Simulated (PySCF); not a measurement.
**CH6B2: geometry, NMR shifts, spin-spin couplings, electronic excitations and core binding energies**

Aim: predict the NMR shifts, spin-spin couplings, electronic excitations and core binding energies of CH6B2 (`BCB`).

Programs: PySCF 2.14.0, with density-fitted response routines of our own. Each step states its level of theory. These are calculated values for one molecule in the gas phase, unless marked as measured. Atoms are numbered from 0 throughout.

### Step 1. The molecule as given

9 atoms, charge 0, multiplicity 1; geometry from: GFN2-xTB.

Bonds of the start (Å): B0–C1 1.57, C1–B2 1.57, B0–H3 1.17, B0–H4 1.17, C1–H5 1.09, C1–H6 1.09, B2–H7 1.17, B2–H8 1.17.

### Step 2. Geometry optimisation at PBE0-D3(BJ)/def2-SVP

Job settings and geometry (Å):

```
{"job": {"xc": "PBE0", "basis": "def2-SVP", "d3": "d3bj", "grid": 1, "kind": "geom"}, "charge": 0, "multiplicity": 1}
B     -0.560620     1.149220    -0.116790
C     -0.493960    -0.417640    -0.080560
B      1.014430    -0.770660     0.164020
H     -0.483530     1.720020    -1.135080
H     -0.669980     1.756960     0.876800
H     -1.096770    -0.791930     0.746030
H     -0.846770    -0.843370    -1.018360
H      1.725500    -0.984400    -0.740020
H      1.438820    -0.806200     1.253590
```

The log of the run:

```text
step   0  E = -91.16894845  max force = 0.024392
step   1  E = -91.17243617  max force = 0.002086
step   2  E = -91.17249064  max force = 0.001223
step   3  E = -91.17250591  max force = 0.000234
step   4  E = -91.17251585  max force = 0.000466
step   5  E = -91.17255114  max force = 0.000952
step   6  E = -91.17051867  max force = 0.013302
step   7  E = -91.17255015  max force = 0.006140
step   8  E = -91.17271417  max force = 0.002413
step   9  E = -91.17278584  max force = 0.002190
step  10  E = -91.17291947  max force = 0.002451
step  11  E = -91.17305258  max force = 0.000567
step  12  E = -91.17307471  max force = 0.000067
step  13  E = -91.17307633  max force = 0.000113
optimisation converged
```

It took 17 s on 1 thread, shared host.

The steps of the relaxation: (the energy doesn't fall at every step)

```tsv
step	energy from step 0 (eV)	largest force component (eV/Å)
0	0.0000	1.2543
1	-0.0949	0.1073
2	-0.0964	0.0629
3	-0.0968	0.0120
4	-0.0971	0.0240
5	-0.0980	0.0490
6	-0.0427	0.6840
7	-0.0980	0.3157
8	-0.1025	0.1241
9	-0.1044	0.1126
10	-0.1081	0.1260
11	-0.1117	0.0292
12	-0.1123	0.0034
13	-0.1123	0.0058
```

Distances of close pairs at the start and the end, largest changes first:

```tsv
bond	before (Å)	after (Å)	change (Å)
B0–H4	1.170	1.210	+0.040
B2–H8	1.170	1.210	+0.040
B2–H7	1.170	1.210	+0.040
B0–H3	1.170	1.210	+0.040
C1–H5	1.089	1.112	+0.023
C1–B2	1.568	1.554	-0.014
B0–C1	1.569	1.555	-0.013
C1–H6	1.089	1.097	+0.008
```

The end geometry stands in the next job.

```tsv
at the end point	value
point group (found at 0.08 Å tolerance)	Cs
rotational constants (GHz, main isotopes)	29.754, 9.643, 8.440
dipole moment (D)	0.84
```

### Step 3. Shielding tensors: PBE0/pcSseg-1

Job settings and geometry (Å):

```
{"job": {"kind": "nmr", "xc": "PBE0", "basis": "pcSseg-1"}, "charge": 0, "multiplicity": 1}
B     -0.577893     1.146601    -0.092619
C     -0.447813    -0.397833    -0.223829
B      0.998717    -0.798246     0.179465
H     -0.837191     1.841051    -1.048980
H     -0.406756     1.678137     0.981121
H     -1.049827    -0.752382     0.641645
H     -0.801952    -0.813873    -1.174814
H      1.756145    -1.306533    -0.615711
H      1.393690    -0.584922     1.303351
```

Method: GIAO PBE0/pcSseg-1 NMR shielding, non-relativistic, gas phase.

The log of the run:

```text
coarse grid: 6984 points
cycle   1  E = -91.1830321092  dE = -7.938e-02  |g| = 2.958e-01  |ddm| = 2.320e+00
cycle   2  E = -91.1812516360  dE =  1.780e-03  |g| = 3.138e-01  |ddm| = 4.647e-01
cycle   3  E = -91.2072187863  dE = -2.597e-02  |g| = 2.209e-02  |ddm| = 2.542e-01
cycle   4  E = -91.2073582539  dE = -1.395e-04  |g| = 6.044e-03  |ddm| = 3.085e-02
cycle   5  E = -91.2073701024  dE = -1.185e-05  |g| = 1.461e-03  |ddm| = 8.308e-03
cycle   6  E = -91.2073707280  dE = -6.256e-07  |g| = 9.834e-05  |ddm| = 1.508e-03
final grid: 65856 points
cycle   7  E = -91.2232691176  dE = -1.705e-05  |g| = 5.227e-03  |ddm| = 1.535e-02
cycle   8  E = -91.2232672781  dE =  1.839e-06  |g| = 5.987e-03  |ddm| = 9.324e-03
cycle   9  E = -91.2232767917  dE = -9.514e-06  |g| = 3.208e-04  |ddm| = 4.689e-03
cycle  10  E = -91.2232768222  dE = -3.054e-08  |g| = 5.427e-05  |ddm| = 3.241e-04
cycle  11  E = -91.2232768231  dE = -8.709e-10  |g| = 1.101e-05  |ddm| = 6.113e-05
converged SCF energy = -91.2232768231

GIAO shielding tensors (ppm)
atom      isotropic    diamagn.    paramagn.     s11        s22        s33       span
  0 B       16.052     193.075    -177.023    -57.880    -24.051    130.087    187.967
  1 C      120.914     255.438    -134.524     32.391    129.754    200.598    168.207
  2 B       16.122     193.028    -176.906    -57.545    -23.592    129.503    187.047
  3 H       23.623      28.805      -5.182     17.518     26.600     26.753      9.235
  4 H       23.321      29.177      -5.857     16.635     26.229     27.099     10.464
  5 H       27.798      30.138      -2.340     24.407     27.931     31.055      6.647
  6 H       26.853      31.014      -4.161     26.307     26.554     27.698      1.391
  7 H       23.664      28.803      -5.139     17.593     26.632     26.767      9.173
  8 H       23.301      29.168      -5.867     16.637     26.178     27.088     10.451
```

It took 3.7 s on 1 thread, shared host.

Shifts follow as δ = σ(reference) − σ, with reference shieldings (ppm) from runs at the same level and on the same kind of geometry: ¹H TMS 31.27, ¹³C TMS 184.4, ¹¹B BF3·OEt2 100.7. The references are single molecules in the gas phase. Atoms listed in one row are averaged.

```tsv
atoms	environment	σ (ppm)	δ (ppm)	δ scaled to CDCl3
C1	sp3 CH2 bonded to 2 B	120.9	63.5	61.1
H3, H4, H7, H8	hydrogen on a boron bonded to C	23.48	7.79	–
H5, H6	hydrogen on an sp3 CH2 bonded to 2 B	27.33	3.94	3.95
B0, B2	boron bonded to C, 2 H	16.1	84.6	–
```

The scaled column applies a straight-line fit of computed shieldings to shifts measured in CDCl3 (root-mean-square error 0.21 ppm for H, 2.0 ppm for C).

Charges from the same density, by scheme (e):

```tsv
atoms	Mulliken	IAO	Hirshfeld	ESP fit
B0, B2	0.12	0.08	0.16	0.40
C1	-0.60	-0.55	-0.20	-0.36
```

Mayer bond orders: B0–C1 1.02, C1–B2 1.03.

### Step 4. Indirect couplings: B3LYP/pcJ-1

Same as in step 3 but for these lines:

```diff
@@ -1,2 +1,2 @@
-{"job": {"kind": "nmr", "xc": "PBE0", "basis": "pcSseg-1"}, "charge": 0, "multiplicity": 1}
+{"job": {"kind": "j", "xc": "B3LYP", "basis": "pcJ-1"}, "charge": 0, "multiplicity": 1}
 B     -0.577893     1.146601    -0.092619
```

Method: B3LYP/pcJ-1 indirect spin-spin coupling, non-relativistic, gas phase.

The log of the run:

```text
coarse grid: 6984 points
cycle   1  E = -91.3377812142  dE = -1.149e-01  |g| = 3.525e-01  |ddm| = 2.160e+00
cycle   2  E = -91.3272660009  dE =  1.052e-02  |g| = 4.038e-01  |ddm| = 5.428e-01
cycle   3  E = -91.3700766377  dE = -4.281e-02  |g| = 3.027e-02  |ddm| = 3.155e-01
cycle   4  E = -91.3703255799  dE = -2.489e-04  |g| = 7.734e-03  |ddm| = 3.858e-02
cycle   5  E = -91.3703446314  dE = -1.905e-05  |g| = 2.117e-03  |ddm| = 1.024e-02
cycle   6  E = -91.3703458731  dE = -1.242e-06  |g| = 1.494e-04  |ddm| = 1.947e-03
final grid: 65856 points
cycle   7  E = -91.3909836006  dE = -4.764e-05  |g| = 4.681e-03  |ddm| = 1.253e-02
cycle   8  E = -91.3909804606  dE =  3.140e-06  |g| = 5.748e-03  |ddm| = 7.101e-03
cycle   9  E = -91.3909887107  dE = -8.250e-06  |g| = 1.982e-04  |ddm| = 4.056e-03
cycle  10  E = -91.3909887181  dE = -7.440e-09  |g| = 3.725e-05  |ddm| = 1.345e-04
cycle  11  E = -91.3909887185  dE = -3.877e-10  |g| = 1.004e-05  |ddm| = 4.229e-05
converged SCF energy = -91.3909887185

Indirect spin-spin couplings (Hz)
  i      j    bonds     total        FC       PSO       DSO        SD
  0 B    1 C    1     38.153    41.532    -3.443     0.117    -0.053
  0 B    2 B    2      1.431     0.418     0.793    -0.044     0.264
  0 B    3 H    1    141.559   142.296    -1.530     0.289     0.504
  0 B    4 H    1    137.914   138.650    -1.527     0.303     0.487
  0 B    5 H    2     -9.661    -9.250    -0.279    -0.275     0.143
  0 B    6 H    2     -6.741    -5.904    -0.319    -0.517    -0.001
  0 B    7 H    3      1.521     1.395     0.451    -0.332     0.007
  0 B    8 H    3      0.940     1.010     0.081    -0.119    -0.033
  1 C    2 B    1     39.105    42.475    -3.442     0.117    -0.046
  1 C    3 H    2      3.540     4.062    -0.296    -0.237     0.011
  1 C    4 H    2      6.003     6.609    -0.344    -0.238    -0.024
  1 C    5 H    1    112.366   109.247     2.242     0.626     0.250
  1 C    6 H    1    145.356   143.225     1.302     0.564     0.266
  1 C    7 H    2      3.765     4.288    -0.296    -0.236     0.008
  1 C    8 H    2      5.786     6.393    -0.347    -0.238    -0.022
  2 B    3 H    3      1.810     1.682     0.458    -0.340     0.010
  2 B    4 H    3      1.147     1.198     0.085    -0.110    -0.025
  2 B    5 H    2     -9.683    -9.206    -0.310    -0.291     0.124
  2 B    6 H    2     -6.315    -5.491    -0.301    -0.522    -0.001
  2 B    7 H    1    140.865   141.597    -1.524     0.290     0.501
  2 B    8 H    1    138.159   138.896    -1.527     0.304     0.486
  3 H    4 H    2      6.320     6.377     1.816    -2.028     0.155
  3 H    5 H    3     -1.070    -0.872     1.667    -1.891     0.026
  3 H    6 H    3     10.045    10.138     0.252    -0.436     0.091
  3 H    7 H    4      0.198     0.263     0.720    -0.771    -0.015
  3 H    8 H    4     -0.469    -0.372     0.987    -1.078    -0.005
  4 H    5 H    3      1.882     1.906     0.158    -0.291     0.109
  4 H    6 H    3     12.788    13.081     2.006    -2.286    -0.013
  4 H    7 H    4     -0.419    -0.325     0.969    -1.057    -0.006
  4 H    8 H    4      0.531     0.496    -0.337     0.313     0.059
  5 H    6 H    2      0.503     0.247     3.190    -2.938     0.005
  5 H    7 H    3     -0.440    -0.234     1.699    -1.931     0.026
  5 H    8 H    3      2.400     2.430     0.138    -0.276     0.108
  6 H    7 H    3      9.631     9.725     0.270    -0.452     0.089
  6 H    8 H    3     12.500    12.789     2.005    -2.282    -0.013
  7 H    8 H    2      6.340     6.398     1.817    -2.029     0.154
```

Wall time 8.4 s (1 thread, shared host).

Couplings of 1 Hz or more, nine at most for each number of bonds, with means over like pairs (isotopes 11B, 13C, 1H):

```tsv
pair	bonds	J (Hz)	Fermi contact (Hz)
B0–H3	1	139.6	140.4
C1–H5	1	128.9	126.2
B0–C1	1	38.6	42.0
B0–H5	2	-8.1	-7.5
H3–H4	2	6.3	6.4
C1–H3	2	4.8	5.3
B0–B2	2	1.4	0.4
H3–H5	3	6.0	6.1
B0–H7	3	1.4	1.3
```

Quadrupole couplings from the field gradients of the same density:

```tsv
atom	isotope	eQq/h (MHz)	η
B0	11B	5.585	0.04
B2	11B	5.582	0.03
```

Shifts (PBE0/pcSseg-1, scaled to CDCl3 for protons on carbon, raw for the others) and these couplings together give the proton spectrum at 600 MHz below. H–H couplings in it are scaled by factors fitted to measured ones, so they differ from the table. Couplings to quadrupolar nuclei are left out.

¹H NMR δ 7.79 (br, 4H), 3.95 (m, 2H).

### Step 5. TDDFT and polarisability: CAM-B3LYP/def2-SVPD

Same as in step 4 but for these lines:

```diff
@@ -1,2 +1,2 @@
-{"job": {"kind": "j", "xc": "B3LYP", "basis": "pcJ-1"}, "charge": 0, "multiplicity": 1}
+{"job": {"kind": "uv", "xc": "CAM-B3LYP", "basis": "def2-SVPD", "ip": true}, "charge": 0, "multiplicity": 1}
 B     -0.577893     1.146601    -0.092619
```

Method: TDDFT CAM-B3LYP/def2-SVPD, vertical, gas phase, core orbitals frozen in the response.

The log of the run:

```text
coarse grid: 6984 points
cycle   1  E = -91.1963171310  dE = -3.125e-02  |g| = 2.598e-01  |ddm| = 3.373e+00
cycle   2  E = -91.2070227127  dE = -1.071e-02  |g| = 1.911e-01  |ddm| = 5.419e-01
cycle   3  E = -91.2161965126  dE = -9.174e-03  |g| = 2.786e-02  |ddm| = 2.297e-01
cycle   4  E = -91.2164478158  dE = -2.513e-04  |g| = 2.970e-03  |ddm| = 6.001e-02
cycle   5  E = -91.2164520121  dE = -4.196e-06  |g| = 6.054e-04  |ddm| = 8.932e-03
final grid: 65856 points
cycle   6  E = -91.2367252215  dE = -1.395e-05  |g| = 2.645e-03  |ddm| = 3.222e-02
cycle   7  E = -91.2367255634  dE = -3.419e-07  |g| = 2.479e-03  |ddm| = 5.995e-03
cycle   8  E = -91.2367271048  dE = -1.541e-06  |g| = 6.267e-05  |ddm| = 2.549e-03
cycle   9  E = -91.2367271073  dE = -2.520e-09  |g| = 2.105e-05  |ddm| = 3.340e-04
cycle  10  E = -91.2367271075  dE = -2.198e-10  |g| = 5.709e-06  |ddm| = 4.652e-05
converged SCF energy = -91.2367271075

Static polarisability (au): isotropic 42.845, principal 37.077 42.289 49.170

Singlet excitations
state   eV       nm        f      main configurations
  1   5.6180    220.7   0.00414   H->L 0.71, H-1->L 0.17
  2   5.6421    219.7   0.00790   H-1->L 0.70, H->L 0.17
  3   6.0503    204.9   0.00263   H-2->L 0.77, H->L+1 0.15
  4   6.5812    188.4   0.00026   H-3->L 0.50, H-1->L+1 0.39
  5   7.4632    166.1   0.00789   H-1->L+1 0.47, H-3->L 0.45
  6   7.5421    164.4   0.00937   H->L+1 0.72, H-2->L 0.19
  7   7.8694    157.6   0.00172   H-2->L+1 0.80
  8   8.6415    143.5   0.21412   H-3->L+1 0.67, H-1->L+2 0.20
  9   8.8315    140.4   0.04333   H->L+2 0.84
 10   8.9820    138.0   0.08657   H-1->L+2 0.66, H-3->L+1 0.19

Triplet excitations (Tamm-Dancoff, eV): 4.9761 5.0411 5.4068 5.9918
Vertical ionisation energy (delta-SCF) = 11.5782 eV
Vertical electron affinity (delta-SCF) = -0.0103 eV
```

It took 36 s on 1 thread, shared host.

The orbitals next to the gap, with their largest atomic shares:

```tsv
orbital	eV	atoms
HOMO−3	-11.76	C1 35 %, B2 19 %, B0 18 %
HOMO−2	-11.17	B0 24 %, B2 22 %, C1 17 %
HOMO−1	-10.55	C1 25 %, B2 25 %, B0 19 %
HOMO	-10.48	B0 19 %, C1 18 %, B2 16 %
LUMO	-0.81	B0 29 %, B2 28 %, C1 17 %
LUMO+1	0.41	B2 32 %, B0 32 %, C1 8 %
LUMO+2	1.27	B2 37 %, B0 37 %, H5 6 %
```

With each of the 10 states as a Gaussian band of 0.4 eV half-width at 1/e, the curve within the window shown has maxima at 219 nm (ε 530), 165 nm (ε 730), 142 nm (ε 12,000) L/(mol cm). Beyond the last state computed it falls off for lack of states. The curve at chosen wavelengths:

```json
{"nm": "134", "ε (L/mol/cm)": "3158"}
{"nm": "139", "ε (L/mol/cm)": "9929"}
{"nm": "143", "ε (L/mol/cm)": "12178"}
{"nm": "148", "ε (L/mol/cm)": "7043"}
{"nm": "152", "ε (L/mol/cm)": "2554"}
{"nm": "157", "ε (L/mol/cm)": "656"}
{"nm": "161", "ε (L/mol/cm)": "626"}
{"nm": "166", "ε (L/mol/cm)": "721"}
{"nm": "170", "ε (L/mol/cm)": "559"}
{"nm": "175", "ε (L/mol/cm)": "258"}
{"nm": "179", "ε (L/mol/cm)": "105"}
{"nm": "184", "ε (L/mol/cm)": "35"}
{"nm": "188", "ε (L/mol/cm)": "32"}
{"nm": "193", "ε (L/mol/cm)": "60"}
{"nm": "197", "ε (L/mol/cm)": "106"}
{"nm": "202", "ε (L/mol/cm)": "195"}
{"nm": "206", "ε (L/mol/cm)": "290"}
{"nm": "211", "ε (L/mol/cm)": "416"}
{"nm": "215", "ε (L/mol/cm)": "495"}
{"nm": "220", "ε (L/mol/cm)": "525"}
{"nm": "224", "ε (L/mol/cm)": "486"}
{"nm": "229", "ε (L/mol/cm)": "380"}
{"nm": "233", "ε (L/mol/cm)": "279"}
{"nm": "238", "ε (L/mol/cm)": "168"}
{"nm": "242", "ε (L/mol/cm)": "102"}
{"nm": "247", "ε (L/mol/cm)": "50"}
```

Ground-state properties from the same run:

```tsv
property	computed
dipole moment (D)	0.79
polarisability (Å³)	6.35
HOMO–LUMO gap (eV)	9.67
−ε(HOMO) (eV)	10.48
```

### Step 6. NMR shieldings: wB97X-D/pcSseg-2

Same as in step 5 but for these lines:

```diff
@@ -1,2 +1,2 @@
-{"job": {"kind": "uv", "xc": "CAM-B3LYP", "basis": "def2-SVPD", "ip": true}, "charge": 0, "multiplicity": 1}
+{"job": {"kind": "nmr", "xc": "wB97X-D", "basis": "pcSseg-2", "pop": false}, "charge": 0, "multiplicity": 1}
 B     -0.577893     1.146601    -0.092619
```

With the program's defaults for keys left out, this is: GIAO wB97X-D/pcSseg-2 NMR shielding, non-relativistic, gas phase.

The log of the run:

```text
coarse grid: 6984 points
cycle   1  E = -91.3519840223  dE =  1.090e-03  |g| = 2.531e-01  |ddm| = 1.726e+00
cycle   2  E = -91.3649934163  dE = -1.301e-02  |g| = 1.587e-01  |ddm| = 2.875e-01
cycle   3  E = -91.3709984227  dE = -6.005e-03  |g| = 2.891e-02  |ddm| = 9.500e-02
cycle   4  E = -91.3712788316  dE = -2.804e-04  |g| = 3.084e-03  |ddm| = 3.491e-02
cycle   5  E = -91.3712840941  dE = -5.262e-06  |g| = 7.313e-04  |ddm| = 5.522e-03
final grid: 65856 points
cycle   6  E = -91.3761301519  dE = -1.290e-04  |g| = 5.049e-03  |ddm| = 4.127e-02
cycle   7  E = -91.3761340310  dE = -3.879e-06  |g| = 3.892e-03  |ddm| = 6.532e-03
cycle   8  E = -91.3761375823  dE = -3.551e-06  |g| = 3.625e-04  |ddm| = 2.138e-03
cycle   9  E = -91.3761376842  dE = -1.019e-07  |g| = 7.891e-05  |ddm| = 7.155e-04
cycle  10  E = -91.3761376922  dE = -7.975e-09  |g| = 2.473e-05  |ddm| = 1.823e-04
cycle  11  E = -91.3761376927  dE = -5.799e-10  |g| = 7.114e-06  |ddm| = 3.758e-05
converged SCF energy = -91.3761376927

GIAO shielding tensors (ppm)
atom      isotropic    diamagn.    paramagn.     s11        s22        s33       span
  0 B       17.454     192.318    -174.864    -56.056    -20.630    129.048    185.104
  1 C      125.223     246.624    -121.401     40.314    133.032    202.323    162.010
  2 B       17.495     192.273    -174.778    -55.804    -20.232    128.522    184.326
  3 H       24.045      29.206      -5.161     18.058     26.819     27.257      9.199
  4 H       23.693      29.808      -6.115     17.190     26.753     27.136      9.947
  5 H       28.113      29.666      -1.553     24.618     28.390     31.330      6.712
  6 H       27.157      30.052      -2.895     26.600     26.737     28.133      1.533
  7 H       24.083      29.206      -5.123     18.130     26.837     27.284      9.154
  8 H       23.671      29.795      -6.124     17.185     26.702     27.126      9.941
```

Run time: 13 s. Hardware: 1 thread, shared host.

This run: δ C1 59.2, B0 82.5, H3 7.48, H5 3.72 ppm (means over like atoms).

### Step 7. Core-electron binding energies: SCAN, X2C

Same as in step 6 but for these lines:

```diff
@@ -1,2 +1,2 @@
-{"job": {"kind": "nmr", "xc": "wB97X-D", "basis": "pcSseg-2", "pop": false}, "charge": 0, "multiplicity": 1}
+{"job": {"kind": "xps"}, "charge": 0, "multiplicity": 1}
 B     -0.577893     1.146601    -0.092619
```

Level: delta-SCF UKS SCAN, pcX-2 on the ionised atom, pcseg-1 elsewhere, spin-free X2C.

The log of the run:

```text
ground state, core basis on atom 0 (B), 103 functions
  cycle   1  E = -91.28871262  |g| = 3.87e-01
  cycle   2  E = -91.26390298  |g| = 4.78e-01
  cycle   3  E = -91.33034766  |g| = 3.41e-02
  cycle   4  E = -91.33073404  |g| = 8.50e-03
  cycle   5  E = -91.33075431  |g| = 3.77e-03
  cycle   6  E = -91.33075876  |g| = 5.69e-04
  cycle   7  E = -91.33075908  |g| = 3.48e-04
  E(ground) = -91.33393127 Eh
hole in B 1s of atom 0
  cycle   1  E = -83.70780219  |g| = 1.15e+00
  cycle   2  E = -81.79291409  |g| = 1.86e+00
  cycle   3  E = -83.91814828  |g| = 4.98e-01
  cycle   4  E = -84.09492170  |g| = 1.70e-01
  cycle   5  E = -84.10960705  |g| = 7.97e-02
  cycle   6  E = -84.11298667  |g| = 3.55e-02
  cycle   7  E = -84.11372563  |g| = 8.39e-03
  cycle   8  E = -84.11382495  |g| = 5.87e-03
  cycle   9  E = -84.11387103  |g| = 3.08e-03
  cycle  10  E = -84.11389053  |g| = 6.84e-04
  cycle  11  E = -84.11389009  |g| = 2.42e-04
  E(ion) = -84.11728784 Eh   <S^2> = 0.8311   hole on atom = 1.000   binding energy = 196.375 eV
ground state, core basis on atom 1 (C), 103 functions
  cycle   1  E = -91.33882793  |g| = 5.70e-02
  cycle   2  E = -91.33878819  |g| = 1.86e-02
  cycle   3  E = -91.33878001  |g| = 1.93e-02
  cycle   4  E = -91.33889050  |g| = 8.65e-04
  cycle   5  E = -91.33889133  |g| = 1.56e-04
  E(ground) = -91.34036223 Eh
hole in C 1s of atom 1
  cycle   1  E = -80.11279005  |g| = 1.51e+00
  cycle   2  E = -79.63497378  |g| = 1.68e+00
  cycle   3  E = -80.63984243  |g| = 2.93e-01
  cycle   4  E = -80.67241562  |g| = 4.52e-02
  cycle   5  E = -80.67300641  |g| = 8.40e-03
  cycle   6  E = -80.67304831  |g| = 4.43e-03
  cycle   7  E = -80.67306320  |g| = 1.26e-03
  cycle   8  E = -80.67306515  |g| = 6.33e-04
  cycle   9  E = -80.67306607  |g| = 1.40e-04
  E(ion) = -80.67343501 Eh   <S^2> = 0.7666   hole on atom = 1.000   binding energy = 290.262 eV
```

Wall time 5.6 s (1 thread, shared host).

Binding energies by hole, beside the orbital energy of the ground state; the difference holds orbital relaxation and, for a density functional, its self-interaction error:

```tsv
hole	stands for	environment	ΔSCF (eV)	−ε (eV)	⟨S²⟩
B1s on B0	B0, B2	boron bonded to C, 2 H	196.37	180.5	0.831
C1s on C1	C1	sp3 CH2 bonded to 2 B	290.26	273.1	0.767
```

Each hole run stands for the others of its class of like atoms.

### Step 8. Comparing the runs: NMR shifts

Shifts (ppm), means over like atoms, with basis size and wall time:

```tsv
run	C1	H3	H5	B0	functions	time
PBE0/pcSseg-1	63.5	7.79	3.94	84.6	81	3.7 s
wB97X-D/pcSseg-2	59.2	7.48	3.72	82.5	192	13 s
```

### Step 9. What came out

| quantity | value |
| --- | --- |
| point group | Cs |
| rotational constants (main isotopes) | 29.75, 9.64, 8.44 GHz |
| ¹³C shifts against TMS (PBE0/pcSseg-1) | 63.5 ppm |
| ¹H shifts against TMS (PBE0/pcSseg-1, means over atoms taken as alike) | 7.79, 3.94 ppm |
| ¹¹B shifts against BF3·OEt2 (PBE0/pcSseg-1, means over atoms taken as alike) | 84.6 ppm |
| largest coupling of the table (B3LYP/pcJ-1) | ¹J(B,H) B0–H3, 139.6 Hz |
| lowest singlet (CAM-B3LYP/def2-SVPD) | 5.62 eV (221 nm), f = 0.004 |
| brightest single state of those computed | state 8, 8.64 eV, f = 0.214 |
| lowest triplet | 4.98 eV |
| vertical ionisation energy (ΔSCF) | 11.58 eV |
| vertical electron affinity (ΔSCF) | -0.01 eV (unbound: the value hangs on the basis) |
| B1s binding energies, SCAN/pcX-2 | B0 196.37 eV |
| C1s binding energies, SCAN/pcX-2 | C1 290.26 eV |
| range of the shift of C1 | 59.2 to 63.5 ppm |

**Reading.** Relaxing lowered the energy by 0.112 eV in 13 steps; the close pair that moved most is B0–H4, from 1.170 to 1.210 Å. No frequency check was run at this level, so the end point may be a saddle. At PBE0/pcSseg-1: The largest span, 188 ppm, is at B0, B2, where the paramagnetic term is -177 ppm. In the run at B3LYP/pcJ-1, the largest coupling of the table is B0–H3 (mean over like pairs), 139.6 Hz, of which the Fermi-contact term gives 140.4 Hz. The first singlet state (HOMO→LUMO 0.71, HOMO−1→LUMO 0.17) lies at 5.62 eV and is weak; of the 10 states computed, the strongest absorption comes from state 8 at 8.64 eV (the last state computed is bright too, and its partners may lie past the list). The lowest triplet lies 0.64 eV below the lowest singlet (triplets in Tamm-Dancoff, singlets in full TDDFT). The orbital energy would give 10.48 eV for ionisation, ΔSCF gives 11.58 eV. In ppm, C1 moves most: its shift spreads over 4.3 ppm, from 59.2 (wB97X-D/pcSseg-2) to 63.5 (PBE0/pcSseg-1).
